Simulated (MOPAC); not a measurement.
MOPAC input (AM1):

```
AM1 PRECISE GNORM=0.05 LET XYZ GEO-OK AUX(PRECISION=9) THREADS=1
C2H3Cl

C     0.01118773 1    0.75889942 1   -0.01238914 1
C     1.30488840 1    1.02329449 1    0.00343307 1
Cl   -0.63700773 1   -0.85323169 1    0.00417952 1
H    -0.75905041 1    1.51625302 1   -0.03695357 1
H     2.05291747 1    0.24314247 1    0.02802818 1
H     1.63880765 1    2.05237986 1   -0.00839007 1
```

Output:

```
 *******************************************************************************
 **                                                                           **
 **                              MOPAC v23.2.5                                **
 **                                                                           **
 *******************************************************************************
 ** MOPAC's Digital Object Identifier: https://doi.org/10.5281/zenodo.6511958 **
 **                                                                           **
 ** Please cite the open-source release paper for use of this MOPAC version:  **
 ** J. E. Moussa and J. J. P. Stewart (2026)                                  **
 ** MOPAC: An open-source semiempirical molecular orbital program             **
 ** J. Open Source Softw., 11(119), 8025, https://doi.org/10.21105/joss.08025 **
 *******************************************************************************

                              AM1 CALCULATION RESULTS

 *******************************************************************************
 *  AM1        - The AM1 Hamiltonian to be used
 *  GEO-OK     - OVERRIDE INTERATOMIC DISTANCE AND OTHER SAFETY CHECKS
 *  LET        - OVERRIDE SOME SAFETY CHECKS
 *  PRECISE    - TIGHTER CRITERIA TO BE USED
 *  XYZ        - CARTESIAN COORDINATE SYSTEM TO BE USED
 *  GNORM      - EXIT WHEN GRADIENT NORM DROPS BELOW 0.050
 *  AUX        - OUTPUT AUXILIARY INFORMATION
 *******************************************************************************
AM1 PRECISE GNORM=0.05 LET XYZ GEO-OK AUX(PRECISION=9) THREADS=1
 C2H3Cl

   ATOM   CHEMICAL          X               Y               Z
  NUMBER   SYMBOL      (ANGSTROMS)     (ANGSTROMS)     (ANGSTROMS)

     1       C          0.01118773  *   0.75889942  *  -0.01238914  *
     2       C          1.30488840  *   1.02329449  *   0.00343307  *
     3      Cl         -0.63700773  *  -0.85323169  *   0.00417952  *
     4       H         -0.75905041  *   1.51625302  *  -0.03695357  *
     5       H          2.05291747  *   0.24314247  *   0.02802818  *
     6       H          1.63880765  *   2.05237986  *  -0.00839007  *

          CARTESIAN COORDINATES

    NO.       ATOM           X           Y           Z

     1         C          0.0112      0.7589     -0.0124
     2         C          1.3049      1.0233      0.0034
     3        Cl         -0.6370     -0.8532      0.0042
     4         H         -0.7591      1.5163     -0.0370
     5         H          2.0529      0.2431      0.0280
     6         H          1.6388      2.0524     -0.0084

  H: (AM1): M.J.S. DEWAR ET AL, J. AM. CHEM. SOC. 107 3902-3909 (1985)
  C: (AM1): M.J.S. DEWAR ET AL, J. AM. CHEM. SOC. 107 3902-3909 (1985)
 Cl: (AM1): M.J.S. DEWAR AND E. G. ZOEBISCH, THEOCHEM, 180, 1 (1988).

           Empirical Formula: C2 H3 Cl  =     6 atoms

      MOLECULAR POINT GROUP   :   Cs

      RHF CALCULATION, NO. OF DOUBLY OCCUPIED LEVELS = 9

          Geometry optimization using EF

          DIAGONAL MATRIX USED AS START HESSIAN

 CYCLE:     1  GRAD.:    50.301 HEAT:  6.980278
 CYCLE:     2  GRAD.:   322.135 HEAT:  28.19357
 CYCLE:     3  GRAD.:   179.737 HEAT:  10.87011
 CYCLE:     4  GRAD.:   377.554 HEAT:  34.92824
 CYCLE:     5  GRAD.:   192.529 HEAT:  17.62114
 CYCLE:     6  GRAD.:   241.659 HEAT:  16.61462
 CYCLE:     7  GRAD.:   134.006 HEAT:  15.67691
 CYCLE:     8  GRAD.:   158.086 HEAT:  10.56556
 CYCLE:     9  GRAD.:   131.332 HEAT:  11.53810
 CYCLE:    10  GRAD.:    85.145 HEAT:  9.161591
 CYCLE:    11  GRAD.:    32.888 HEAT:  6.051788
 CYCLE:    12  GRAD.:     5.241 HEAT:  5.855708
 CYCLE:    13  GRAD.:     0.395 HEAT:  5.849951
 CYCLE:    14  GRAD.:     0.194 HEAT:  5.849787
 CYCLE:    15  GRAD.:     0.149 HEAT:  5.849707
 CYCLE:    16  GRAD.:     0.043 HEAT:  5.849660

     GRADIENT =  0.04329 IS LESS THAN CUTOFF =  0.05000

 -------------------------------------------------------------------------------
 AM1 PRECISE GNORM=0.05 LET XYZ GEO-OK AUX(PRECISION=9) THREADS=1
 C2H3Cl

     GEOMETRY OPTIMISED USING EIGENVECTOR FOLLOWING (EF).
     SCF FIELD WAS ACHIEVED

                              AM1 CALCULATION
                                                       MOPAC v23.2.5 Linux

          FINAL HEAT OF FORMATION =          5.84966 KCAL/MOL =      24.47498 KJ/MOL

          COSMO AREA              =         91.88 SQUARE ANGSTROMS
          COSMO VOLUME            =         74.82 CUBIC ANGSTROMS

          GRADIENT NORM           =          0.04329          =       0.01767 PER ATOM
          IONIZATION POTENTIAL    =         10.209989 EV
          HOMO LUMO ENERGIES (EV) =        -10.210  0.856
          NO. OF FILLED LEVELS    =          9
          MOLECULAR WEIGHT        =         62.4987         POINT GROUP:  Cs

          MOLECULAR DIMENSIONS (Angstroms)

            Atom       Atom       Distance
            H     6   Cl     3     3.68378
            H     5    H     4     3.03491
            C     1    C     2     0.00000

          SCF CALCULATIONS        =         17

   ATOM   CHEMICAL          X               Y               Z
  NUMBER   SYMBOL      (ANGSTROMS)     (ANGSTROMS)     (ANGSTROMS)

     1       C         -0.00244246  *   0.74180721  *  -0.01231898  *
     2       C          1.29857943  *   1.01359666  *   0.00349511  *
     3      Cl         -0.62800097  *  -0.83486979  *   0.00401616  *
     4       H         -0.79402921  *   1.50249324  *  -0.03727193  *
     5       H          2.07973000  *   0.24255792  *   0.02845650  *
     6       H          1.66238761  *   2.05030367  *  -0.00798753  *

                             CARTESIAN COORDINATES

   1    C       -0.002442458     0.741807213    -0.012318980
   2    C        1.298579434     1.013596664     0.003495110
   3   Cl       -0.628000967    -0.834869794     0.004016160
   4    H       -0.794029209     1.502493239    -0.037271929
   5    H        2.079730003     0.242557923     0.028456501
   6    H        1.662387612     2.050303667    -0.007987529

           Empirical Formula: C2 H3 Cl  =     6 atoms

      MOLECULAR POINT GROUP   :   Cs

                  EIGENVALUES
 -37.80477 -33.02558 -22.50273 -16.86089 -15.47792 -13.49781 -12.79617 -11.67473
 -10.20999   0.85592   1.52456   3.68090   4.42372   4.94787   5.10639

              NET ATOMIC CHARGES AND DIPOLE CONTRIBUTIONS

  ATOM NO.   TYPE          CHARGE      No. of ELECS.   s-Pop       p-Pop
    1          C          -0.148362        4.1484     1.24446     2.90390
    2          C          -0.217539        4.2175     1.24665     2.97089
    3         Cl          -0.039787        7.0398     1.98165     5.05813
    4          H           0.148154        0.8518     0.85185
    5          H           0.130441        0.8696     0.86956
    6          H           0.127093        0.8729     0.87291
 DIPOLE           X         Y         Z       TOTAL
 POINT-CHG.     0.518     1.045    -0.009     1.166
 HYBRID         0.008     0.024    -0.000     0.025
 SUM            0.526     1.069    -0.009     1.191

          ATOMIC ORBITAL ELECTRON POPULATIONS

     Atom    s        px        py        pz
    1  C   1.24446   0.96820   0.89246   1.04324
    2  C   1.24665   0.94517   1.02814   0.99758
    3 Cl   1.98165   1.85961   1.23942   1.95910
    4  H   0.85185
    5  H   0.86956
    6  H   0.87291

 **********************
 *                    *
 * JOB ENDED NORMALLY *
 *                    *
 **********************

 == MOPAC DONE ==
```
